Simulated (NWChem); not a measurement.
System: ethanethiol (C2H6S); SMILES CCS

Results from NWChem. Structure relaxed at the PBE0/def2-SVP level. Level: PBE0/def2-SVP with SMD, gas-phase geometry; reactions with the solvents are ignored. One conformer.

```
SMD term (kcal/mol)                 water  n-hexane
----------------------------------  -----  --------
distortion of the solute's density   0.37      0.07
polarisation                        -3.13     -1.29
cavity, dispersion and structure     1.98     -2.18
```

### Question
Sum the solvation free energies, find the transfer free energy from water to n-hexane and the partition coefficient at 298.15 K.

### Answer

1. ΔG(solv, water) = -0.78 kcal/mol and ΔG(solv, n-hexane) = -3.40 kcal/mol (1 M gas to 1 M solution).
2. Transfer: -3.40 − (-0.78) = -2.62 kcal/mol.
3. log₁₀ K(n-hexane/water) = −ΔG/(RT ln 10) = 2.62/1.364 = 1.9, so the model puts more of the solute in n-hexane.
4. Of the transfer energy, 1.54 kcal/mol is electrostatic and -4.16 comes from the non-electrostatic term. The two phases are taken as the pure solvents.
